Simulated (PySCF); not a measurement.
PySCF input:

```python
from pyscf import gto, scf, dft

mol = gto.M(
    atom='''
    F    -0.00000000   -0.00000000   -1.00770435
    Cl    0.00000000    0.00000000    0.53349054
    ''',
    basis='def2-tzvpd',
    charge=1,
    spin=1,
    symmetry='C2v',
    verbose=4,
)

mf = dft.UKS(mol, xc='mn15').density_fit(auxbasis='def2-universal-jkfit')
mf.grids.level = 4
mf.conv_tol = 1e-9
mf.max_cycle = 100
mf.max_memory = 1500
mf.kernel()
if not mf.converged:
    mf = mf.newton()
    mf.kernel(mf.make_rdm1())
mf.analyze()
```

**Question.** Predict the final energy.

**Answer.** -559.37592 Eh (MN15/def2-TZVPD).
